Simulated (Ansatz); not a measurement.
## Worked example: the barrier

An elementary step of CH₆N, doublet (CH₅N ([CH3][NH2]) + H → CH₄N ([CH3][NH]) + H₂; bonds formed: H1–H4; bonds broken: H1–N2). “Start” is the structure reached by relaxing down from the saddle towards the reactants; PBE0-D4/def2-TZVP structures. The saddle:

H1  (-1.192, -0.394, 0.608)
N2  (-0.605, 0.558, 0.006)
C3  (0.794, 0.201, -0.103)
H4  (-1.503, -1.241, 0.800)
H5  (-1.032, 0.472, -0.919)
H6  (1.236, 0.140, 0.892)
H7  (1.309, 1.001, -0.648)
H8  (0.993, -0.736, -0.636)
(Å)

Program: Ansatz 0.2.0. Basis: def2-TZVPP and def2-QZVPP. Cores are frozen in the correlated methods; orbitals are unrestricted.

Energies in eV:

| quantity | saddle | start |
| --- | --- | --- |
| Hartree–Fock, triple zeta (X = 3) | -2604.75082 | -2605.66834 |
| Hartree–Fock, quadruple zeta (X = 4) | -2604.89196 | -2605.81122 |
| MP2 correlation, X = 3 | -11.11401 | -10.99632 |
| MP2 correlation, X = 4 | -11.84521 | -11.73670 |
| CCSD(T) correlation, X = 3 | -12.47753 | -12.06198 |

(1) Work out the barrier at the basis limit: extrapolate Hartree–Fock as E(X) = E∞ + A exp(−7.88 √X) and the MP2 correlation as E(X) = E∞ + B X^−2.97 (the exponents that Neese and Valeev fitted for def2-TZVPP and QZVPP), then add CCSD(T) − MP2 in triple zeta.

The T1 diagnostic stays at or below 0.018. ⟨S²⟩ of the unrestricted Hartree–Fock references: 0.75 to 0.79 (a pure state has 0.75).

## Answers

(1) Each step is linear, so take the differences first (saddle − start): Hartree–Fock 0.91752 (X = 3) and 0.91926 (X = 4); MP2 correlation -0.11769 and -0.10851; CCSD(T) correlation -0.41555.
Two points give E∞ = E(4) + w [E(4) − E(3)], with w = 1/(exp(7.88 (2 − √3)) − 1) = 0.1377 for Hartree–Fock and w = 1/((4/3)^2.97 − 1) = 0.7407 for the correlation.
Hartree–Fock: 0.91926 + 0.1377 × 0.00174 = 0.9195 eV.
MP2 correlation: -0.10851 + 0.7407 × 0.00918 = -0.1017 eV.
CCSD(T) − MP2: -0.41555 − (-0.11769) = -0.2979 eV.
Sum: 0.9195 + (-0.1017) + (-0.2979) = 0.5199 eV, or 11.99 kcal/mol. Plain CCSD(T) in triple zeta gives 0.5020 eV, so the larger basis shifts the result by 0.0179 eV.

Labels in which every atom is bracketed show which atoms are joined, not bond orders.

For scale, one of the runs: CCSD(T)/def2-TZVPP, 146 basis functions, launched by `ansatz run in.yaml --threads 2 --pin off --events-out ev --progress --plain --max-ram 4352MiB`. The run took 45 s on 2 CPU threads of an Arm Neoverse V1 (shared host), with 2.1 GiB of host memory at its peak.
